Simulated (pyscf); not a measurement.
Structures and frequencies: ωB97X-D3(BJ)/def2-SVP in PySCF.

**Question.** Estimate by transition-state theory (the high-pressure limit) the rate constant of H₃C–InH–SiH₂–OH (SMILES [CH3][InH][SiH2]O) -> H₃C–In (SMILES [CH3][In]) [singlet] + HO–SiH₃ (SMILES O[SiH3]) (singlet surface; In–Si, H–In broken, H–Si formed) at 298 K, with ωB97M-D3(BJ)/def2-TZVP energies (ideal gas, 1 atm, RRHO with modes under 100 cm⁻¹ raised to 100, one conformer, R ln 2 for chiral ones without a mode under 150 cm⁻¹; no tunnelling).

**Answer.** The electronic barrier is 27.5 kcal/mol and the thermal terms add +0.5, so ΔG‡ = 28.0 kcal/mol. With k_BT/h = 6.21e+12 s⁻¹ and RT = 0.592 kcal/mol, k = 1.9e-08 s⁻¹, a half-life of 3.7e+07 s through this channel alone. Wigner's tunnelling factor for 317i cm⁻¹ would be 1.10. A shift of 1 kcal/mol in the barrier changes k by a factor 5.4. On the product side the descent ends in a complex (not fully relaxed), 5.2 kcal/mol under the separated species and 25.4 kcal/mol under the saddle at ωB97X-D3(BJ)/def2-TZVP. The products may also form a dative adduct at H₃C–In [singlet]; it and routes through it were not searched. One saddle was located; it need not be the lowest between these sides. Elements past Kr carry the def2 core potentials, without spin-orbit coupling.
